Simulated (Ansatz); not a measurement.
Does Al3GaN4 in Pm form from AlN and GaN?

Plane-wave DFT in Ansatz with scalar-relativistic PAW potentials, cutoff 500 eV, Γ-centred meshes chosen by cell and gap, Gaussian smearing with energies taken to zero width. Every cell was relaxed (cell and atoms) in a run of its own, within the symmetry of its start. Functional: r2SCAN.

The ternary relaxed to Pm, 8 atoms in the computed cell, a = 5.038 Å, b = 3.125 Å, c = 5.410 Å, β = 90.0°; sites (symmetry × multiplicity) Al m × 1 + m × 1 + m × 1, Ga m × 1, N m × 1 + m × 1 + m × 1 + m × 1.

Total energies hold large constants for each element; a whole number of eV per atom of each element is taken off below, which cancels in a balanced reaction.

```csv
compound,lowest structure computed,structures tried,V (Å³/atom),gap on mesh (eV),"E (eV per formula unit, common shift removed)"
Al3GaN4,Pm,2,10.65,4.15,-11.8103
AlN,P6_3mc,6,10.40,4.88,-3.4852
GaN,P6_3mc,5,11.37,2.35,-1.3872
```

Q: Balance the reaction and work out its energy at 0 K.

A: The balance is 3 AlN + GaN → Al3GaN4. ΔE = 0.032 eV per formula unit, 4.1 meV/atom, and the volume changes by 0.0 %. This form of the ternary lies above these binaries, so at 0 K it is at best metastable, by at least this much: a few tens of meV per atom are within reach of entropy at synthesis temperatures (k_BT is 86 meV at 1000 K), though mixing entropy favours a disordered solid solution, not this ordered cell. Against the elements it is bound by 1.38 eV/atom, many times the size of this reaction energy: the binaries together are bound more strongly still, and stability is decided by the small difference. A lower form of a binary that wasn't tried would raise the value, and a lower form of the ternary would lower it.